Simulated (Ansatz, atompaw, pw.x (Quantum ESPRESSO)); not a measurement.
## pw.x on bcc W: one setting changed

Potential: PAW, atompaw 4.2.0.5, LDA (PW92); core [Kr] 4d10 4f14, reference 5s2 5p6 5d5 6s1 6p0; waves: 5s (bound): rc 1.30 bohr; 6s (bound): rc 1.90 bohr; 5p (bound): rc 1.75 bohr; 6p (bound, empty): rc 1.80 bohr; 5d (bound): rc 2.50 bohr; 5d channel at 1.7 Ry: rc 2.50 bohr; local part: bessel scheme, radius 2.30 bohr; core correction: smooth core density matched at 1.40 bohr; augmentation: sinc compensation charge, radius 2.35 bohr; PAW radius 2.50 bohr; waves and projectors: custom rrkj vanderbiltortho.

The reference run (k-mesh 15³, cutoffs 60/600 Ry, Fermi–Dirac 0.01 Ry, mixing_beta 0.4, conv_thr 1e-9, no spin) gives 1.74 GPa at 15.430 Å³/atom, where all-electron LAPW gives -0.34 GPa. This run, with its own iteration cap, changes degauss to 0.002.

```
&control
  calculation='scf', prefix='x', pseudo_dir='./', outdir='./tmp', tstress=.true., disk_io='none'
/
&system
  ibrav=0, nat=1, ntyp=1, ecutwfc=60, ecutrho=600, nbnd=15,
  occupations='smearing', smearing='fd', degauss=0.002
/
&electrons
  conv_thr=1e-09, mixing_beta=0.4, electron_maxstep=60
/
ATOMIC_SPECIES
W 1.0 W.UPF
CELL_PARAMETERS angstrom
  -1.56832228 1.56832228 1.56832228
  1.56832228 -1.56832228 1.56832228
  1.56832228 1.56832228 -1.56832228
ATOMIC_POSITIONS crystal
W 0.0000 0.0000 0.0000
K_POINTS automatic
15 15 15 0 0 0
```

```bash
pw.x < W.scf.in > W.scf.out
```

Task: How does the run end?

Result: It converges in 17 iterations; the free energy moves by +14.1 meV/atom and the pressure by +0.17 GPa. In a metal, with Fermi–Dirac smearing, F lies below its zero-width value by a term in the square of the width.

```
Message from routine setup:
     using ibrav=0 with symmetry is DISCOURAGED, use correct ibrav instead
     lattice parameter (alat)  =       5.1333  a.u.
     unit-cell volume          =     104.1268 (a.u.)^3
     number of electrons       =        14.00
     number of Kohn-Sham states=           15
     kinetic-energy cutoff     =      60.0000  Ry
     charge density cutoff     =     600.0000  Ry
     scf convergence threshold =      1.0E-09
     Exchange-correlation= SLA PW NOGX NOGC
     number of k points=   120  Fermi-Dirac smearing, width (Ry)=  0.0020
     iteration #  1     ecut=    60.00 Ry     beta= 0.40
     total energy              =    -741.50795469 Ry
     estimated scf accuracy    <       0.08325535 Ry
     iteration #  2     ecut=    60.00 Ry     beta= 0.40
     total energy              =    -741.51021273 Ry
     estimated scf accuracy    <       0.02086646 Ry
     iteration #  3     ecut=    60.00 Ry     beta= 0.40
     total energy              =    -741.51474174 Ry
     estimated scf accuracy    <       0.01000726 Ry
     iteration #  4     ecut=    60.00 Ry     beta= 0.40
     total energy              =    -741.51382312 Ry
     estimated scf accuracy    <       0.01799574 Ry
     iteration #  5     ecut=    60.00 Ry     beta= 0.40
     total energy              =    -741.51440123 Ry
     estimated scf accuracy    <       0.00003698 Ry
     iteration #  6     ecut=    60.00 Ry     beta= 0.40
     total energy              =    -741.51447923 Ry
     estimated scf accuracy    <       0.00002795 Ry
     [... 5 iterations left out ...]
     iteration # 12     ecut=    60.00 Ry     beta= 0.40
     total energy              =    -741.51447642 Ry
     estimated scf accuracy    <       0.00000185 Ry
     iteration # 13     ecut=    60.00 Ry     beta= 0.40
     total energy              =    -741.51447641 Ry
     estimated scf accuracy    <       0.00000027 Ry
     iteration # 14     ecut=    60.00 Ry     beta= 0.40
     total energy              =    -741.51447644 Ry
     estimated scf accuracy    <          7.9E-09 Ry
     iteration # 15     ecut=    60.00 Ry     beta= 0.40
     total energy              =    -741.51447644 Ry
     estimated scf accuracy    <          2.7E-09 Ry
     iteration # 16     ecut=    60.00 Ry     beta= 0.40
     total energy              =    -741.51447644 Ry
     estimated scf accuracy    <          2.0E-09 Ry
     iteration # 17     ecut=    60.00 Ry     beta= 0.40
     the Fermi energy is    21.2368 ev
!    total energy              =    -741.51447644 Ry
     estimated scf accuracy    <          9.6E-10 Ry
     smearing contrib. (-TS)   =      -0.00006488 Ry
     The total energy is F=E-TS. E is the sum of the following terms:
     one-electron contribution =      -7.78852994 Ry
     hartree contribution      =      24.22453304 Ry
     xc contribution           =     -22.39386179 Ry
     ewald contribution        =    -120.33772921 Ry
     one-center paw contrib.   =    -615.21882365 Ry
     convergence has been achieved in  17 iterations
          total   stress  (Ry/bohr**3)                   (kbar)     P=       19.01
     Message from routine punch:
     Nothing written, as per user request (disk_io='none')
```

The run took about 40 s on one core of a shared host (Intel(R) Xeon(R) Platinum 8488C, 96 threads, 372 GiB, load 70).
